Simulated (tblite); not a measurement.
Species: phosphanide, PH₂ (charge -1).
SMILES with atom numbers: `[PH2-:1]` (hydrogens: H2, H3 on P1)

Structure used (GFN2-xTB), in Å, numbered top down from 1:
```
atom  x, y, z in Å
P1     0.0046    0.6267   -0.0023
H2    -0.9562   -0.3133   -0.0105
H3     0.9631   -0.3159    0.0003
```

Computed geometry: GFN2-xTB, gas phase.

Take the most abundant isotopes and a rigid rotor. 

(1) What are A, B and C (cm⁻¹)?

(2) Classify the top.

(3) Where do the levels up to J = 2 lie, in K?

(4) Estimate the classical rotational partition function at 100 K and 298.15 K.

Results:

(1) Ia = 1.68, Ib = 1.86, Ic = 3.53 u·Å²; 505379 MHz·u·Å²/I gives 301342, 272271 and 143035 MHz, that is A = 10.05167, B = 9.08198, C = 4.77113 cm⁻¹.

(2) An asymmetric top. Ray's parameter κ = (2B − A − C)/(A − C) = 0.633; −1 is the prolate and +1 the oblate limit.

(3) Above 0(0,0), as E/k:
J = 1: 1(0,1) 19.932, 1(1,1) 21.327, 1(1,0) 27.529
J = 2: 2(0,2) 54.777, 2(1,2) 54.987, 2(1,1) 73.594, 2(2,1) 77.780, 2(2,0) 82.797
Those of J = 1 are B + C, A + C and A + B.

(4) Point group C2v, symmetry number σ = 2; q = (√π/σ)·√((kT/h)³/(ABC)), k/h = 20836.6 MHz/K: 24.6 at 100 K, 127 at 298.15 K.

Its GFN2-xTB frequencies are all real (lowest 1218 cm⁻¹). These are rigid-rotor constants of the computed structure; measured ground-state constants (B0) also hold zero-point vibration.
